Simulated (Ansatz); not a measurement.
Born–Oppenheimer molecular dynamics of C$_{2}$H$_{5}$NS (9 atoms, charge 0, multiplicity 1). It starts at the highest image of a converged band. Of that band: Neighbouring images differ by up to 1.8 eV, so the band resolves the path poorly. A vibrational analysis at the climbing image gives one clearly imaginary mode, 1780i cm⁻¹: a first-order saddle point.

Level of theory: RKS B3LYP-D4/6-31G in Ansatz.

```json
{"ensemble": "NVE (velocity Verlet)", "time step": "0.5 fs", "steps asked": "200", "starting velocities drawn for": "100 K", "seed": "6658"}
```

First frame:

```xyz
9
Properties=species:S:1:pos:R:3
C -0.130 1.617 -0.069
N -0.256 0.368 -0.418
C 0.527 -0.752 -0.012
S -0.305 -2.390 -0.065
H 0.513 1.915 0.760
H -0.663 2.375 -0.628
H 1.298 -0.625 0.747
H 0.199 -0.269 -1.320
H -1.184 -2.239 1.004
```

How far do the bonds stretch over the last three quarters of this one trajectory? (Pairs bonded in most of those frames.)


```csv
bond,mean (Å),spread (Å),shortest,longest
C1–N2,1.354,0.015,1.32,1.38
C1–H5,1.086,0.021,1.05,1.13
C1–H6,1.082,0.017,1.05,1.11
N2–C3,1.367,0.045,1.29,1.45
N2–H8,1.073,0.063,0.94,1.17
C3–S4,1.821,0.049,1.74,1.91
C3–H7,1.083,0.013,1.05,1.11
S4–H9,1.399,0.012,1.37,1.42
```

Mean temperature of the second half: 1234 K. The conserved energy stayed within 0.5 meV per atom of its start (net change -0.019 meV per atom), so the integration is sound. The system heated up, since it started high on the potential surface and ran downhill. A run of 0.1 ps of so small a system gives no equilibrium averages. The orbitals stay closed-shell, which can raise the energy where a bond breaks towards radicals; this wasn't checked here. Limits of this set-up: no polarisation functions.

Time of the run: 6.2 min on 1 thread of Arm Neoverse V2 (shared host), peak memory 0.22 GiB.
